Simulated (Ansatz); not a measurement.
A CCSD(T) single point on FNO2 (`O=[N+]([O-])F`).

```yaml
crystal:
  periodic: [false, false, false]
  atoms:
    - {symbol: O, position_ang: [0.188308, 0.470090, 1.120184]}
    - {symbol: N, position_ang: [0.079777, -0.071816, 0.089168]}
    - {symbol: O, position_ang: [0.476620, -1.068612, -0.377039]}
    - {symbol: F, position_ang: [-0.744705, 0.670339, -0.832313]}
basis:
  gaussian: {orbitals: cc-pV(T+d)Z}
correlation: {method: ccsd_t}
output: {orbitals: {seedname: orbitals}}
```

```sh
$ ansatz run in.yaml --threads 4 --pin off --events-out ev --progress --plain --max-ram 10444MiB
```

Output of Ansatz, abridged:

```
Functional definition: HF
752 factors; integrals over basis functions are off by at most 9.9e-4 eV
mean field evaluation 1: about -8254.1652 eV, gradient 5.8e1 eV
mean field evaluation 2: about -8254.1802 eV, gradient 5.8e1 eV
mean field evaluation 4: about -8259.4846 eV, gradient 3.3e0 eV
mean field evaluation 8: about -8259.5411 eV, gradient 2.6e-1 eV
mean field evaluation 16: about -8259.5121 eV, gradient 1.4e0 eV
mean field -8259.54146563 eV, -303.5325503436 hartree, gradient 3.2e-6 eV, S^2 0.000000; 0 other end points of the search recorded, 0 dependent functions left out; unrestricted orbitals would lower it
4 core orbitals not correlated: weight in the atoms' cores, before any rotation towards them, 1.000 or more for the frozen orbitals, at most 0.000 for the correlated occupied ones
reference -8259.54146563 eV, -303.5325503436 hartree; 12, 12 occupied and 104, 104 virtual orbitals, 752 factors
second order -25.84154430 eV of doubles, -0.00000000 eV of singles
cycle   1  -24.22560307 eV  change     1.6e0 eV  update   1.5e-1
cycle   2  -25.07977171 eV  change   -8.5e-1 eV  update   5.7e-2
cycle   3  -25.26575608 eV  change   -1.9e-1 eV  update   2.1e-2
cycle   4  -25.23769231 eV  change    2.8e-2 eV  update   6.1e-3
cycle   5  -25.23276574 eV  change    4.9e-3 eV  update   3.0e-3
cycle   6  -25.23523518 eV  change   -2.5e-3 eV  update   1.1e-3
cycle   7  -25.23436269 eV  change    8.7e-4 eV  update   4.8e-4
cycle   8  -25.23420288 eV  change    1.6e-4 eV  update   1.8e-4
cycle   9  -25.23431833 eV  change   -1.2e-4 eV  update   6.3e-5
cycle  10  -25.23434877 eV  change   -3.0e-5 eV  update   3.2e-5
cycle  11  -25.23431252 eV  change    3.6e-5 eV  update   8.2e-6
cycle  12  -25.23432680 eV  change   -1.4e-5 eV  update   4.6e-6
perturbative correction -1.23264930 eV, -0.0452990261 hartree
Total energy: -8286.00844173 eV, -304.5051937753 hartree
```

It took 2.8 s on 4 threads of an Intel Xeon Platinum 8259CL on a shared host, with 0.48 GiB of host memory at the peak.

MP2 recovers 97.6 % of the CCSD(T) correlation energy and the triples give 4.7 %; T1 = 0.0182.
